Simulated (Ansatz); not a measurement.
Relaxation of C2H2O2 (6 atoms, charge 0, multiplicity 1), to a largest force component of 0.02 eV/Å in at most 50 steps.

Theory: RKS BLYP-D4/cc-pVDZ in Ansatz 0.2.0.

```xyz
6
Properties=species:S:1:pos:R:3:forces:R:3
O -0.623 -1.659 0.761 -0.62 0.34 -1.62
C -0.396 -0.695 0.039 0.02 -3.33 4.10
C 0.265 0.529 -0.034 2.97 2.10 1.23
O -0.425 -0.133 -1.139 -1.67 -0.23 -3.48
H 1.374 0.491 -0.122 -0.26 0.30 -0.04
H -0.153 1.403 0.448 -0.45 0.83 -0.20
```

Where does it end, and by what steps?

The run converged. After 7 steps the energy has fallen by 0.494 eV; O1 moved furthest, 0.16 Å.

| step | energy less start (eV) | largest force component (eV/Å) | accepted |
| --- | --- | --- | --- |
| 0 | 0.0000 | 4.099 | yes |
| 1 | -0.3432 | 2.361 | yes |
| 2 | -0.4814 | 0.666 | yes |
| 3 | -0.4913 | 0.352 | yes |
| 4 | -0.4937 | 0.085 | yes |
| 5 | -0.4935 | 0.079 | no |
| 6 | -0.4939 | 0.026 | yes |
| 7 | -0.4940 | 0.005 | yes |

```xyz
6
Properties=species:S:1:pos:R:3
O -0.727 -1.747 0.683
C -0.363 -0.747 0.121
C 0.333 0.543 0.032
O -0.469 -0.170 -1.102
H 1.416 0.589 -0.166
H -0.147 1.469 0.386
```

The run took 10 s on 1 thread of Arm Neoverse V2 (shared host), peak memory 0.11 GiB.
